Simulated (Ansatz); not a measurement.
# BPH6: vertical ionisation energy

An exercise on one series of results from a longer session: the logs are not shown, and one member is left open.

The runs use Ansatz 0.2.0, Gaussian basis; unrestricted cation, the program's frozen cores in correlated methods.

The runs, in order: UKS PBE-D4/def2-TZVPP; UKS r2SCAN-D4/def2-TZVPP; UKS PBE0-D4/def2-TZVPP; UKS B3LYP-D4/def2-TZVPP; UKS wB97X-V/def2-TZVPP; UKS wB97M-V/def2-TZVPP; UKS B2PLYP/def2-TZVPP; UHF-CCSD(T)/def2-TZVPP; UHF-MP2/def2-QZVPP; extrapolation to the limit; then −ε(HOMO) from the neutral's earlier runs with LDA (SPW92), PBE-D4, revPBE-D4, BLYP-D4, r2SCAN-D4, B97M-V, PBE0-D4, B3LYP-D4, r2SCANh-D4, r2SCAN0-D4, HSE06-D4, BHLYP-D4, CAM-B3LYP-D4, LC-ωPBE, ωB97X-V, ωB97M-V.

1 further run of the same task is left out (it didn't finish).

## The geometry

The geometry comes from an earlier relaxation with PBE0-D4 in a triple-zeta def2 set; it is a stationary point, not always the lowest conformer.

SMILES `[BH3-][PH3+]`, 8 atoms, charge 0, spin multiplicity 1.

Atoms are counted from 1 here; the program's logs count them from 0.

Bond lengths: B1–P2 1.910 Å, B1–H3 1.209 Å, B1–H4 1.209 Å, B1–H5 1.209 Å, P2–H6 1.408 Å, P2–H7 1.408 Å, P2–H8 1.408 Å. Angles: P2–B1–H3 103.8°, P2–B1–H4 103.8°, P2–B1–H5 103.8°, H3–B1–H4 114.5°, H3–B1–H5 114.5°, H4–B1–H5 114.5°, B1–P2–H6 118.0°, B1–P2–H7 118.1°, B1–P2–H8 118.1°, H6–P2–H7 99.7°, H6–P2–H8 99.7°, H7–P2–H8 99.7°.

The first run:

Input file in.yaml:

```yaml
crystal:
  periodic: [false, false, false]
  atoms:
    - {symbol: B, position_ang: [-0.556056, 0.227213, -0.913977]}
    - {symbol: P, position_ang: [0.433879, -0.181640, 0.667688]}
    - {symbol: H, position_ang: [-1.693355, 0.343128, -0.520128]}
    - {symbol: H, position_ang: [-0.367810, -0.730229, -1.627993]}
    - {symbol: H, position_ang: [-0.055516, 1.254186, -1.309923]}
    - {symbol: H, position_ang: [0.418786, 0.755734, 1.718836]}
    - {symbol: H, position_ang: [1.823067, -0.380282, 0.547066]}
    - {symbol: H, position_ang: [0.089205, -1.345209, 1.382632]}
basis:
  gaussian: {orbitals: def2-TZVPP}
total_charge: 1
magnetization: {spin_polarized: true, initial_magnetization: 1}
hamiltonian: {xc: pbe, dispersion: d4}
```

Steps of the session up to this table: Cation, UKS PBE-D4/def2-TZVPP; Cation, UKS r2SCAN-D4/def2-TZVPP; Cation, UKS PBE0-D4/def2-TZVPP; Cation, UKS B3LYP-D4/def2-TZVPP; Cation, UKS wB97X-V/def2-TZVPP; Cation, UKS wB97M-V/def2-TZVPP; Cation, UKS B2PLYP (frozen core)/def2-TZVPP; Cation, UHF-CCSD(T)/def2-TZVPP; Cation, UHF-MP2/def2-QZVPP.

One of the session's tables, all rows but one given; the rest of the session is left out.

Orbital estimates, from the neutral's runs:

| functional | −ε(HOMO) (eV) |
| --- | --- |
| LDA (SPW92) | 7.33 |
| PBE-D4 | 7.31 |
| revPBE-D4 | 7.28 |
| BLYP-D4 | 7.23 |
| r2SCAN-D4 | 7.61 |
| B97M-V | 7.69 |
| PBE0-D4 | 8.62 |
| B3LYP-D4 | 8.43 |
| r2SCANh-D4 | 8.09 |
| r2SCAN0-D4 | 8.82 |
| HSE06-D4 | 8.21 |
| BHLYP-D4 | 9.89 |
| CAM-B3LYP-D4 | 10.04 |
| LC-ωPBE | 11.42 |
| ωB97X-V | ? |
| ωB97M-V | 10.93 |

Q: Estimate the row for ωB97X-V from the others.

**Answer.** −ε(HOMO) (eV): 11.07. In the column «−ε(HOMO) (eV)» it lies between ωB97M-V (10.93) and LC-ωPBE (11.42).
